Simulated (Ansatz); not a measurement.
Wavefunction ladder for `PBS`

```xyz
7

P    -1.189   -0.589    0.241
B     0.097    0.784    0.041
S     1.448    0.782   -1.107
H    -0.360   -1.731    0.127
H    -1.286   -0.586    1.652
H    -0.054    1.814    0.624
H     1.344   -0.474   -1.578
```

Total charge 0; spin multiplicity 1. All single points use the PBE0-D4/def2-TZVP geometry. It is one conformer, not always the lowest. Frozen core, restricted reference, Ansatz 0.2.0. CBS rows extrapolate triple and quadruple zeta; past MP2 they add the triple-zeta difference.

| basis | HF (Eh) | MP2 corr. |
| --- | --- | --- |
| def2-SVP | -765.05174 | -0.34126 |
| def2-TZVPP | -765.33522 | -0.43802 |
| def2-QZVPP | -765.35733 | -0.47214 |

(1) Estimate the CCSD correlation energy and the (T) correction in each basis where they were run (hartree).

Answers

(1) 
| basis | CCSD corr. | (T) |
| --- | --- | --- |
| def2-SVP | -0.39039 | -0.01261 |
| def2-TZVPP | -0.48726 | -0.02227 |
| CBS(def2) | -0.54666 | as TZ |
